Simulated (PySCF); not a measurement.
## Frontier levels across methods

Species: methylaminoethane, C3H9N.
Structure used (PBE0-D3(BJ)/def2-SVP), in Å, numbered top down from 1:
```xyz
13
C3H9N angstrom
C     -1.8618    0.0247    0.1004
C     -0.4476   -0.4381   -0.1908
N      0.5193    0.5822    0.1343
C      1.8855    0.2055   -0.1180
H     -2.0801    0.9567   -0.4422
H     -2.5995   -0.7362   -0.1944
H     -2.0016    0.2216    1.1764
H     -0.2546   -1.4022    0.3367
H     -0.3499   -0.6681   -1.2675
H      0.4051    0.8684    1.1041
H      2.5658    1.0149    0.1875
H      2.0367    0.0455   -1.1988
H      2.2133   -0.7271    0.3946
```

Basis pcSseg-2 throughout (PySCF), one geometry. One conformer (not necessarily the lowest) at the PBE0-D3(BJ)/def2-SVP geometry, without solvent, vibrations or thermal averaging.

Task: How do the orbital energies, the gap and the dipole change with the method?

Result: 
```csv
method,kind,HOMO (eV),LUMO (eV),gap (eV),μ (D),SCF cycles
BLYP,GGA,-4.88,-0.06,4.83,0.81,14
OPBE,GGA,-4.92,0.06,4.98,0.78,13
PBE,GGA,-4.96,-0.05,4.91,0.81,14
B97-D,GGA,-4.98,0.10,5.08,0.81,13
LDA,LDA,-5.04,-0.15,4.89,0.84,13
BP86,GGA,-5.07,0.12,5.19,0.82,14
KT2,GGA,-5.11,-0.01,5.10,0.79,12
KT3,GGA,-5.13,-0.21,4.92,0.77,13
B97-2,global hybrid,-6.11,0.71,6.82,0.86,12
B3LYP,global hybrid,-6.16,0.36,6.52,0.86,12
PBE0,global hybrid,-6.36,0.67,7.03,0.87,12
mPW1PW91,global hybrid,-6.39,0.65,7.04,0.87,12
BHandHLYP,global hybrid,-7.73,1.17,8.90,0.92,12
CAM-B3LYP,range-separated hybrid,-7.79,1.33,9.11,0.91,12
wB97X-D,range-separated hybrid,-8.25,2.37,10.62,0.91,12
LC-wPBE,range-separated hybrid,-9.11,2.47,11.58,0.95,13
HF,Hartree–Fock,-9.91,2.76,12.67,0.96,10
```

The HOMO spans 5.02 eV, from BLYP down to HF, and the gap runs from 4.83 eV (BLYP) to 12.67 eV (HF). Over the methods BLYP (0 %), OPBE (0 %), PBE (0 %), B97-D (0 %), LDA (0 %), BP86 (0 %), KT2 (0 %), KT3 (0 %), B97-2 (21 %), B3LYP (20 %), PBE0 (25 %), mPW1PW91 (25 %), BHandHLYP (50 %), HF (100 %), a straight line through the gap against the share of exact exchange rises by 0.77 eV for each 10 % (correlation coefficient 0.999). The dipole ranges from 0.77 D (KT3) to 0.96 D (HF). This basis has no diffuse functions.

The vertical ΔSCF ionisation energy at CAM-B3LYP/def2-SVPD is 8.75 eV; −ε(HOMO) comes closest to it with LC-wPBE (9.11 eV).
